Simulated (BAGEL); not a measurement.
# CF+ (SMILES [C+]F): HF/STO-3G (density fitting with cc-pvqz-jkfit)

What is the vertical singlet–triplet gap of CF+ at HF/STO-3G (density fitting with cc-pvqz-jkfit)? 

The calculation is run with BAGEL 1.2.2.

2 further runs of the same task are left out: 2 set aside as unsound or not needed.

### Step 1. The molecule

The species is CF+ (2 atoms), meant as a singlet with charge +1. As SMILES, `[C+]F`. Geometry: relaxed at PBE0-D4/def2-TZVP.

Bond lengths: C1–F2 1.153 Å.

### Step 2. The energy at HF/STO-3G (density fitting with cc-pvqz-jkfit)

calc.json

```json
{ "bagel" : [

{
  "title" : "molecule",
  "basis" : "sto-3g",
  "df_basis" : "cc-pvqz-jkfit",
  "angstrom" : true,
  "geometry" : [
    { "atom" : "C", "xyz" : [       0.492270,      -0.160830,       0.253170 ] },
    { "atom" : "F", "xyz" : [      -0.492270,       0.160830,      -0.253170 ] }
  ]
},

{
  "title" : "hf",
  "charge" : 1
},

{
  "title" : "print",
  "file" : "orbitals.molden",
  "orbitals" : true
}

]}
```

The run is started by

```bash
$ BAGEL_NUM_THREADS=1 BAGEL calc.json > calc.out
```

What it wrote:

```text
* using 1 threads per process

  ===============================================================
  ===============================================================

  *** Geometry ***

  { "atom" : "C", "xyz" : [      0.930255,     -0.303925,      0.478422 ] },
  { "atom" : "F", "xyz" : [     -0.930255,      0.303925,     -0.478422 ] },

  Number of auxiliary basis functions:      212

  Since a DF basis is specified, we compute 2- and 3-index integrals:
    o Being stored without compression. Storage requirement is 0.000 GB

  Number of basis functions:       10
  Number of electrons      :       15

    * METHOD: MOLECULE                             0.03

  *** RHF ***

  === Nuclear Repulsion ===
    24.7859488034

      * DIIS with orbital gradients will be used.

  === RHF iteration (sto-3g) ===
      0       -135.02172703          0.02089213           0.00
      1       -135.03101999          0.01151982           0.00
      2       -135.03328146          0.00109755           0.00
      3       -135.03333903          0.00019739           0.00
      4       -135.03334109          0.00006212           0.00
      5       -135.03334131          0.00000196           0.00
      6       -135.03334131          0.00000038           0.00
      7       -135.03334131          0.00000002           0.00
      8       -135.03334131          0.00000000           0.00
    * SCF iteration converged.

    * Permanent dipole moment:
           (   -0.328128,     0.107203,    -0.168753) a.u.

    * METHOD: HF                                   0.03

    * METHOD: PRINT                                0.00

  ===============================================================
```

It took 0.55 s on 1 thread of AMD EPYC 7R43 (Zen 3), shared host; peak memory 0.14 GiB.

### Step 3. The triplet at the same level

Edit calc.json of step 2 so:

```diff
@@ -6,3 +6,3 @@
   "df_basis" : "cc-pvqz-jkfit",
-  "angstrom" : true,
+  "angstrom" : "true",
   "geometry" : [
@@ -14,4 +14,5 @@
 {
-  "title" : "hf",
-  "charge" : 1
+  "title" : "uhf",
+  "charge" : 1,
+  "nopen" : 2
 },
@@ -21,3 +22,3 @@
   "file" : "orbitals.molden",
-  "orbitals" : true
+  "orbitals" : "true"
 }
```

The run is started by

```bash
$ BAGEL_NUM_THREADS=1 BAGEL calc.json > calc.out
```

What it wrote:

```text
* using 1 threads per process

  ===============================================================
  ===============================================================

  *** Geometry ***

  { "atom" : "C", "xyz" : [      0.930255,     -0.303925,      0.478422 ] },
  { "atom" : "F", "xyz" : [     -0.930255,      0.303925,     -0.478422 ] },

  Number of auxiliary basis functions:      212

  Since a DF basis is specified, we compute 2- and 3-index integrals:
    o Being stored without compression. Storage requirement is 0.000 GB

  Number of basis functions:       10
  Number of electrons      :       15

    * METHOD: MOLECULE                             0.02

  *** Open-shell HF ***

  === Nuclear Repulsion ===
    24.7859488034

      * DIIS with orbital gradients will be used.

  === UHF iteration (sto-3g) ===
      0       -134.86552414          0.04858913           0.00
      1       -134.89501642          0.01767077           0.00
      2       -134.90089449          0.00965230           0.00
      3       -134.90344630          0.00396082           0.00
      4       -134.90440403          0.00155600           0.00
      5       -134.90487886          0.00073079           0.00
      6       -134.90508144          0.00034348           0.00
      7       -134.90510110          0.00005376           0.00
      8       -134.90510306          0.00002428           0.00
      9       -134.90510339          0.00000629           0.00
     10       -134.90510341          0.00000070           0.00
     11       -134.90510341          0.00000036           0.00
     12       -134.90510341          0.00000002           0.00
     13       -134.90510341          0.00000001           0.00
     14       -134.90510341          0.00000000           0.00
    * SCF iteration converged.

    * S^2 (UHF) is 2.0368

    * Permanent dipole moment:
           (   -0.844504,     0.275909,    -0.434321) a.u.

    * METHOD: UHF                                  0.04

    * METHOD: PRINT                                0.00

  ===============================================================
```

Wall time 0.52 s (1 thread of AMD EPYC 7R43 (Zen 3), shared host); peak memory 0.14 GiB.

### Step 4. Outcome

At HF/STO-3G (density fitting with cc-pvqz-jkfit):

| quantity | value |
| --- | --- |
| singlet: total energy | -135.03334 Eh |
| singlet: HOMO energy | -25.58 eV |
| singlet: LUMO energy | -6.37 eV |
| singlet: HOMO–LUMO gap | 19.21 eV |
| triplet: total energy | -134.90510 Eh |
| triplet: ⟨S²⟩ | 2.037 |
| vertical energy of the triplet above the singlet | 3.490 eV |

In words: At this shape the triplet lies 3.49 eV (80 kcal/mol) above the singlet. In a minimal basis such a difference can be off by several eV, whatever the method.
